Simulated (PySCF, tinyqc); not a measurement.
RHF in the sto-3g basis, for CH2, spin multiplicity 1, step by step. This run ends on a higher stationary point, not on the lowest solution. The lowest restricted solution is unstable here: a spin-polarised one lies 0.0188 hartree lower (PySCF). One step of it, computed by the program tinyqc.

Question. Iteration 1: building the Fock matrix. J_ij = sum D_kl (ij|kl), K_ij = sum D_kl (ik|jl); F = H + J - 0.5 K; E = tr D H + tr D J / 2 - 0.25 tr D K + E_nn.

D at the start, lower triangle:
```
            1C 1s      1C 2s    1C 2px     1C 2py     1C 2pz     2H 1s     3H 1s
1C 1s    2.119988
1C 2s   -0.495530   2.039423
1C 2px   0.000000   0.000000  2.000000
1C 2py   0.000000   0.000000  0.000000   2.225691
1C 2pz  -0.229562   0.990041  0.000000   0.000000   0.480677
2H 1s    0.068309  -0.270428  0.000000  -0.238541  -0.131266  0.061428
3H 1s    0.068309  -0.270428  0.000000   0.238541  -0.131266  0.010296  0.061428
```

core Hamiltonian H = T + V (hartree), lower triangle:
```
             1C 1s      1C 2s     1C 2px     1C 2py     1C 2pz      2H 1s      3H 1s
1C 1s   -18.529089
1C 2s    -4.468729  -5.479563
1C 2px    0.000000   0.000000  -4.381019
1C 2py    0.000000   0.000000   0.000000  -4.477966
1C 2pz   -0.012783  -0.143090   0.000000   0.000000  -4.436716
2H 1s    -0.583181  -1.560714   0.000000  -1.128679  -0.882063  -2.994185
3H 1s    -0.583181  -1.560714   0.000000   1.128679  -0.882063  -0.357880  -2.994185
```

Two-electron integrals (ij|kl) in chemists' order, unique and non-zero (hartree):
```
(11|11) 3.541948    (21|11) 0.576921    (21|21) 0.111888    (22|11) 0.854682
(22|21) 0.205284    (22|22) 0.624709    (31|31) 0.020296    (32|31) 0.030858
(32|32) 0.137996    (33|11) 0.852436    (33|21) 0.205335    (33|22) 0.624568
(33|33) 0.672833    (41|41) 0.020296    (42|41) 0.030858    (42|42) 0.137996
(43|43) 0.036269    (44|11) 0.852436    (44|21) 0.205335    (44|22) 0.624568
(44|33) 0.600295    (44|44) 0.672833    (51|51) 0.020296    (52|51) 0.030858
(52|52) 0.137996    (53|53) 0.036269    (54|54) 0.036269    (55|11) 0.852436
(55|21) 0.205335    (55|22) 0.624568    (55|33) 0.600295    (55|44) 0.600295
(55|55) 0.672833    (61|11) 0.074706    (61|21) 0.014413    (61|22) 0.026441
(61|33) 0.026357    (61|41) 0.000669    (61|42) 0.001265    (61|44) 0.026523
(61|51) 0.000507    (61|52) 0.000959    (61|54) 0.000126    (61|55) 0.026452
(61|61) 0.001895    (62|11) 0.207479    (62|21) 0.050640    (62|22) 0.173359
(62|33) 0.168976    (62|41) 0.003801    (62|42) 0.028049    (62|44) 0.177215
(62|51) 0.002881    (62|52) 0.021260    (62|54) 0.006245    (62|55) 0.173710
(62|61) 0.006809    (62|62) 0.067485    (63|31) 0.004764    (63|32) 0.026259
(63|43) 0.005244    (63|53) 0.003974    (63|63) 0.007538    (64|11) 0.150488
(64|21) 0.037165    (64|22) 0.134906    (64|33) 0.128284    (64|41) 0.007138
(64|42) 0.046088    (64|44) 0.144628    (64|51) 0.001799    (64|52) 0.015029
(64|54) 0.008414    (64|55) 0.131649    (64|61) 0.005189    (64|62) 0.062204
(64|64) 0.063832    (65|11) 0.114065    (65|21) 0.028170    (65|22) 0.102253
(65|33) 0.097235    (65|41) 0.001799    (65|42) 0.015029    (65|44) 0.101674
(65|51) 0.006128    (65|52) 0.037651    (65|54) 0.008608    (65|55) 0.107734
(65|61) 0.003933    (65|62) 0.047148    (65|64) 0.042668    (65|65) 0.039879
(66|11) 0.380957    (66|21) 0.094488    (66|22) 0.369767    (66|33) 0.351443
(66|41) 0.007967    (66|42) 0.081372    (66|44) 0.386023    (66|51) 0.006038
(66|52) 0.061677    (66|54) 0.026211    (66|55) 0.371310    (66|61) 0.012809
(66|62) 0.192566    (66|64) 0.194971    (66|65) 0.147781    (66|66) 0.774606
(71|11) 0.074706    (71|21) 0.014413    (71|22) 0.026441    (71|33) 0.026357
(71|41) -0.000669   (71|42) -0.001265   (71|44) 0.026523    (71|51) 0.000507
(71|52) 0.000959    (71|54) -0.000126   (71|55) 0.026452    (71|61) 0.001847
(71|62) 0.006452    (71|64) 0.004545    (71|65) 0.003738    (71|66) 0.012026
(71|71) 0.001895    (72|11) 0.207479    (72|21) 0.050640    (72|22) 0.173359
(72|33) 0.168976    (72|41) -0.003801   (72|42) -0.028049   (72|44) 0.177215
(72|51) 0.002881    (72|52) 0.021260    (72|54) -0.006245   (72|55) 0.173710
(72|61) 0.006452    (72|62) 0.047195    (72|64) 0.031737    (72|65) 0.032166
(72|66) 0.103395    (72|71) 0.006809    (72|72) 0.067485    (73|31) 0.004764
(73|32) 0.026259    (73|43) -0.005244   (73|53) 0.003974    (73|63) 0.004913
(73|73) 0.007538    (74|11) -0.150488   (74|21) -0.037165   (74|22) -0.134906
(74|33) -0.128284   (74|41) 0.007138    (74|42) 0.046088    (74|44) -0.144628
(74|51) -0.001799   (74|52) -0.015029   (74|54) 0.008414    (74|55) -0.131649
(74|61) -0.004545   (74|62) -0.031737   (74|64) -0.017251   (74|65) -0.021285
(74|66) -0.066355   (74|71) -0.005189   (74|72) -0.062204   (74|74) 0.063832
(75|11) 0.114065    (75|21) 0.028170    (75|22) 0.102253    (75|33) 0.097235
(75|41) -0.001799   (75|42) -0.015029   (75|44) 0.101674    (75|51) 0.006128
(75|52) 0.037651    (75|54) -0.008608   (75|55) 0.107734    (75|61) 0.003738
(75|62) 0.032166    (75|64) 0.021285    (75|65) 0.026385    (75|66) 0.074289
(75|71) 0.003933    (75|72) 0.047148    (75|74) -0.042668   (75|75) 0.039879
(76|11) 0.042955    (76|21) 0.010558    (76|22) 0.038323    (76|33) 0.037119
(76|44) 0.038067    (76|51) 0.000944    (76|52) 0.007819    (76|55) 0.039739
(76|61) 0.001394    (76|62) 0.013799    (76|64) 0.011092    (76|65) 0.010577
(76|66) 0.037989    (76|71) 0.001394    (76|72) 0.013799    (76|74) -0.011092
(76|75) 0.010577    (76|76) 0.003648    (77|11) 0.380957    (77|21) 0.094488
(77|22) 0.369767    (77|33) 0.351443    (77|41) -0.007967   (77|42) -0.081372
(77|44) 0.386023    (77|51) 0.006038    (77|52) 0.061677    (77|54) -0.026211
(77|55) 0.371310    (77|61) 0.012026    (77|62) 0.103395    (77|64) 0.066355
(77|65) 0.074289    (77|66) 0.240371    (77|71) 0.012809    (77|72) 0.192566
(77|74) -0.194971   (77|75) 0.147781    (77|76) 0.037989    (77|77) 0.774606
```

nuclear repulsion = 4.84557247 hartree

Give: Coulomb J; exchange K; Fock matrix F; total energy of this density.

Answer.

Coulomb J (hartree), lower triangle:
```
          1C 1s   1C 2s  1C 2px   1C 2py  1C 2pz   2H 1s   3H 1s
1C 1s   12.3322
1C 2s    2.4080  5.5055
1C 2px   0.0000  0.0000  5.5426
1C 2py   0.0000  0.0000  0.0000   5.5364
1C 2pz   0.0446  0.2100  0.0000   0.0000  5.4211
2H 1s    0.3124  1.4925  0.0000   1.1393  0.8908  3.0515
3H 1s    0.3124  1.4925  0.0000  -1.1393  0.8908  0.3259  3.0515
```

exchange K (hartree), lower triangle:
```
         1C 1s   1C 2s  1C 2px   1C 2py  1C 2pz   2H 1s   3H 1s
1C 1s   7.2650
1C 2s   1.2942  1.7549
1C 2px  0.0000  0.0000  1.7045
1C 2py  0.0000  0.0000  0.0000   1.6985
1C 2pz  0.0245  0.5790  0.0000   0.0000  0.6722
2H 1s   0.1788  0.4691  0.0000   0.2857  0.2201  0.2124
3H 1s   0.1788  0.4691  0.0000  -0.2857  0.2201  0.0896  0.2124
```

Fock matrix F (hartree), lower triangle:
```
          1C 1s    1C 2s  1C 2px   1C 2py   1C 2pz    2H 1s    3H 1s
1C 1s   -9.8294
1C 2s   -2.7079  -0.8516
1C 2px   0.0000   0.0000  0.3093
1C 2py   0.0000   0.0000  0.0000   0.2092
1C 2pz   0.0196  -0.2226  0.0000   0.0000   0.6483
2H 1s   -0.3602  -0.3028  0.0000  -0.1322  -0.1013  -0.0489
3H 1s   -0.3602  -0.3028  0.0000   0.1322  -0.1013  -0.0767  -0.0489
```

total energy of this density = -36.662916 hartree
